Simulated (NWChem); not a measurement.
Species: CH$_{3}$S anion

```xyz
5

C      0.0000     0.0000    -1.1001
S      0.0000     0.0000     0.7470
H      0.7249     0.7249    -1.5134
H      0.2653    -0.9903    -1.5134
H     -0.9903     0.2653    -1.5134
```
Atoms are numbered in this order, from 1.

Results from NWChem. Pople sets run with spherical d functions. Sets without diffuse functions describe the anion's extra electron poorly. The geometry was optimised at B3LYP/def2-SVPD. The highest occupied level is positive in some or all of these runs, so the extra electron may be held by the finite basis. Atomic charges in e: unrestrained fits to the electrostatic potential beside Mulliken populations; buried atoms are poorly determined by the fit.

For level B3LYP/def2-SVP:

```yaml
Mulliken C1: -0.04
```

Q: Estimate the same quantities for level Hartree-Fock/6-31G*.

A: 
| Property | Result |
|---|---|
| Mulliken C1 | -0.53 |
